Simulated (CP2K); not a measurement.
**PH3 (phosphine) at Pade/SZV-MOLOPT-SR-GTH (core potential)**

What is the vertical singlet–triplet gap of PH3 (phosphine) at Pade/SZV-MOLOPT-SR-GTH (core potential)? 

The results are computed with CP2K 2026.2.

1 further run of the same task is left out (set aside as unsound or not needed).

## Step 1: Starting point

PH3 has 4 atoms, charge 0, and is taken as a singlet. SMILES: `P`. The coordinates come from a PBE0-D4/def2-TZVP relaxation.

Bond lengths: P1–H2 1.420 Å, P1–H3 1.420 Å, P1–H4 1.420 Å. Angles: H2–P1–H3 93.1°, H2–P1–H4 93.1°, H3–P1–H4 93.1°.

## Step 2: A single-point energy at Pade/SZV-MOLOPT-SR-GTH (core potential)

Contents of run.inp:

```
&GLOBAL
    PROJECT run
    RUN_TYPE ENERGY
    PRINT_LEVEL MEDIUM
&END

&FORCE_EVAL
    METHOD QUICKSTEP
    &DFT
        BASIS_SET_FILE_NAME BASIS_MOLOPT
        POTENTIAL_FILE_NAME GTH_POTENTIALS
        CHARGE 0
        MULTIPLICITY 1
        &QS
            METHOD GPW
            EPS_DEFAULT 1.0E-10
        &END
        &MGRID
            CUTOFF 400
            REL_CUTOFF 50
            NGRIDS 4
        &END
        &POISSON
            PERIODIC NONE
            POISSON_SOLVER MULTIPOLE
        &END
        &SCF
            SCF_GUESS ATOMIC
            EPS_SCF 1.0E-06
            MAX_SCF 80
            ADDED_MOS 3
            &DIAGONALIZATION
                ALGORITHM STANDARD
            &END
            &MIXING
                METHOD PULAY_MIXING
                ALPHA 0.4
                NBUFFER 4
            &END
        &END
        &XC
            &XC_FUNCTIONAL PADE
            &END
        &END
        &PRINT
            &MOMENTS
                PERIODIC F
                REFERENCE COM
                MAX_MOMENT 1
            &END
            &MO ON
                ENERGIES T
                OCCUPATION_NUMBERS T
                NDIGITS 6
                &EACH
                    QS_SCF 0
                &END
                ADD_LAST NUMERIC
            &END
            &HIRSHFELD OFF
            &END
        &END
    &END
    &SUBSYS
        &CELL
            ABC [angstrom] 8.6 8.7 8.7
            PERIODIC NONE
        &END
        &COORD
            P      4.833300     3.843250     3.822150
            H      5.118200     4.135750     5.181950
            H      3.481800     3.506750     4.097750
            H      4.516000     5.193250     3.518050
        &END
        &KIND P
            BASIS_SET SZV-MOLOPT-SR-GTH-q5
            POTENTIAL GTH-PADE-q5
        &END
        &KIND H
            BASIS_SET SZV-MOLOPT-SR-GTH-q1
            POTENTIAL GTH-PADE-q1
        &END
    &END
&END
```

The run is started by

```bash
$ OMP_NUM_THREADS=1 cp2k.psmp run.inp > run.out
```

Log:

```text
CP2K| version string:                                       CP2K version 2026.2
[...]
 GLOBAL| Method name                                                        CP2K
[...]
 GLOBAL| Run type                                                         ENERGY
[...]
 DFT| Spin restricted Kohn-Sham (RKS) calculation                            RKS
 DFT| Multiplicity                                                             1
[...]
 DFT| Charge                                                                   0
[...]
 FUNCTIONAL| PADE:
 QS| Method:                                                                 GPW
[...]
 QS| Density cutoff [a.u.]:                                                200.0
[...]
 QS| Relative density cutoff [a.u.]:                                        25.0
[...]
                             - Atoms:                                          4
[...]
                             - Spherical basis functions:                      7
[...]
 Number of electrons:                                                          8
[...]
     1 NoMix/Diag. 0.40E+00    0.2     0.58926743        -7.8525629628 -7.85E+00
[...]
    11 Pulay/Diag. 0.40E+00    0.2     0.00000035        -8.2487160791  1.39E-06
  *** SCF run converged in    11 steps ***
[...]
  Overlap energy of the core charge distribution:               0.00000008590264
  Self energy of the core charge distribution:                -20.63228186346155
  Core Hamiltonian energy:                                      5.09771734098674
  Hartree energy:                                               9.92748436936101
  Exchange-correlation energy:                                 -2.64163601188399
  Total energy:                                                -8.24871607909516
[...]
                     Mulliken Population Analysis
 #  Atom  Element  Kind  Atomic population                           Net charge
       1     P        1          5.323152                             -0.323152
       2     H        2          0.892305                              0.107695
       3     H        2          0.892240                              0.107760
       4     H        2          0.892303                              0.107697
 # Total charge                              8.000000                  0.000000
[...]
  Dipole moment [Debye]
    X= -0.1247863E+01 Y=  0.1177196E+01 Z=  0.1199826E+01  Total=      2.0934503
 ENERGY| Total FORCE_EVAL ( QS ) energy [hartree]             -8.248716079095162
[...]
```

Wall time 3.3 s (1 thread of Arm Neoverse V2, shared host); peak memory 0.73 GiB.

## Step 3: The triplet at the same level

Contents of gas.inp:

```
&GLOBAL
   PROJECT gas
   RUN_TYPE ENERGY
   PRINT_LEVEL MEDIUM
&END GLOBAL
&FORCE_EVAL
   METHOD Quickstep
   &DFT
      BASIS_SET_FILE_NAME BASIS_MOLOPT
      POTENTIAL_FILE_NAME GTH_POTENTIALS
      MULTIPLICITY 3
      UNRESTRICTED_KOHN_SHAM T
      # Quickstep
      &QS
         METHOD GPW
         EPS_DEFAULT 1.0E-10
      &END QS
      # real-space grids
      &MGRID
         CUTOFF 400
         REL_CUTOFF 50
         NGRIDS 4
      &END MGRID
      # cluster boundary conditions
      &POISSON
         PERIODIC NONE
         POISSON_SOLVER MULTIPOLE
      &END POISSON
      &SCF
         SCF_GUESS ATOMIC
         EPS_SCF 1.0E-06
         MAX_SCF 40
         &OT
            MINIMIZER CG
            PRECONDITIONER FULL_ALL
         &END OT
         &OUTER_SCF
            EPS_SCF 1.0E-06
            MAX_SCF 5
         &END OUTER_SCF
      &END SCF
      # functional
      &XC
         &XC_FUNCTIONAL PADE
         &END XC_FUNCTIONAL
      &END XC
      &PRINT
         &MOMENTS
            PERIODIC F
            REFERENCE COM
            MAX_MOMENT 1
         &END MOMENTS
         &MO_CUBES
            NLUMO 1
            NHOMO -1
            WRITE_CUBE F
         &END MO_CUBES
         &HIRSHFELD OFF
         &END HIRSHFELD
      &END PRINT
   &END DFT
   # structure
   &SUBSYS
      &CELL
         ABC 8.6 8.7 8.7
         PERIODIC NONE
      &END CELL
      &COORD
         P      4.833300     3.843250     3.822150
         H      5.118200     4.135750     5.181950
         H      3.481800     3.506750     4.097750
         H      4.516000     5.193250     3.518050
      &END COORD
      &KIND P
         BASIS_SET SZV-MOLOPT-SR-GTH-q5
         POTENTIAL GTH-PADE-q5
      &END KIND
      &KIND H
         BASIS_SET SZV-MOLOPT-SR-GTH-q1
         POTENTIAL GTH-PADE-q1
      &END KIND
   &END SUBSYS
&END FORCE_EVAL
```

The run is started by

```bash
$ OMP_NUM_THREADS=1 cp2k.psmp gas.inp > gas.out
```

Log:

```text
CP2K| version string:                                       CP2K version 2026.2
[...]
 GLOBAL| Method name                                                        CP2K
[...]
 GLOBAL| Run type                                                         ENERGY
[...]
 DFT| Spin unrestricted (spin-polarized) Kohn-Sham calculation               UKS
 DFT| Multiplicity                                                             3
[...]
 DFT| Charge                                                                   0
[...]
 FUNCTIONAL| PADE:
 QS| Method:                                                                 GPW
[...]
 QS| Density cutoff [a.u.]:                                                200.0
[...]
 QS| Relative density cutoff [a.u.]:                                        25.0
[...]
                             - Atoms:                                          4
[...]
                             - Spherical basis functions:                      7
[...]
 Number of electrons:                                                          5
[...]
     1 OT CG       0.15E+00    0.3     0.10642240        -7.6899250751 -7.69E+00
[...]
    25 OT CG       0.44E+00    0.4     0.00000063        -7.8843825907 -1.63E-11
  *** SCF run converged in    25 steps ***
[...]
  Overlap energy of the core charge distribution:               0.00000008590264
  Self energy of the core charge distribution:                -20.63228186346155
  Core Hamiltonian energy:                                      5.66567989223030
  Hartree energy:                                               9.79929648814444
  Exchange-correlation energy:                                 -2.71707719355091
  Total energy:                                                -7.88438259073509
[...]
                     Mulliken Population Analysis
 #  Atom  Element  Kind  Atomic population (alpha,beta) Net charge  Spin moment
       1     P        1         3.208105     1.922956    -0.131061     1.285148
       2     H        2         0.526897     0.395402     0.077701     0.131495
       3     H        2         0.741455     0.284817    -0.026272     0.456638
       4     H        2         0.523544     0.396825     0.079631     0.126719
 # Total charge and spin        5.000000     3.000000    -0.000000     2.000000
[...]
  Dipole moment [Debye]
    X=  0.2279798E+00 Y=  0.4838314E+00 Z=  0.2150563E+00  Total=      0.5764693
[...]
 HOMO - LUMO gap [eV] :    2.056190
 ENERGY| Total FORCE_EVAL ( QS ) energy [hartree]             -7.884382590735089
[...]
```

Wall time 17 s (1 thread of Arm Neoverse V2, shared host); peak memory 0.58 GiB.

## Step 4: Results

At Pade/SZV-MOLOPT-SR-GTH (core potential):

| quantity | value |
| --- | --- |
| singlet: total energy | -8.24872 Eh |
| singlet: dipole moment | 2.09 D |
| singlet: HOMO energy | -5.40 eV |
| singlet: LUMO energy | 4.46 eV |
| singlet: HOMO–LUMO gap | 9.86 eV |
| triplet: total energy | -7.88438 Eh |
| triplet: dipole moment | 0.58 D |
| triplet: ⟨S²⟩ | 2.001 |
| vertical energy of the triplet above the singlet | 9.914 eV |

**Reading.** At this shape the triplet lies 9.91 eV (229 kcal/mol) above the singlet. In a minimal basis such a difference can be off by several eV, whatever the method.
